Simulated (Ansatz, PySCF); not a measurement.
This PySCF input computes a SVWN5/def2-TZVPD energy:

```python
from pyscf import gto, scf, dft

mol = gto.M(
    atom='''
    Si   -0.00000000   -0.00000000   -0.55379891
    O     0.00000000    0.00000000    0.96914808
    ''',
    basis='def2-tzvpd',
    charge=1,
    spin=1,
    symmetry='C2v',
    verbose=4,
)

mf = dft.UKS(mol, xc='svwn').density_fit(auxbasis='def2-universal-jkfit')
mf.grids.level = 3
mf.conv_tol = 1e-9
mf.max_cycle = 100
mf.max_memory = 1500
mf.kernel()
if not mf.converged:
    mf = mf.newton()
    mf.kernel(mf.make_rdm1())
mf.analyze()
```

Problem. Write an input for the same energy in Ansatz (an electronic-structure program) and say what it gives.

Solution. 
Ansatz 0.2 input:
```yaml
crystal:
  periodic: [false, false, false]
  atoms:
    - {symbol: Si, position_ang: [-0.00000000, -0.00000000, -0.55379891]}
    - {symbol: O, position_ang: [0.00000000, 0.00000000, 0.96914808]}
basis:
  gaussian:
    orbitals: def2-TZVPD
hamiltonian:
  xc: {name: SVWN5}
total_charge: 1
magnetization: {spin_polarized: true, initial_magnetization: 1}
output: {forces: true}
```
It gives -362.66590 Eh, and PySCF -362.66593 Eh, a difference of 0.03 mEh, from the treatment of integrals and grids.
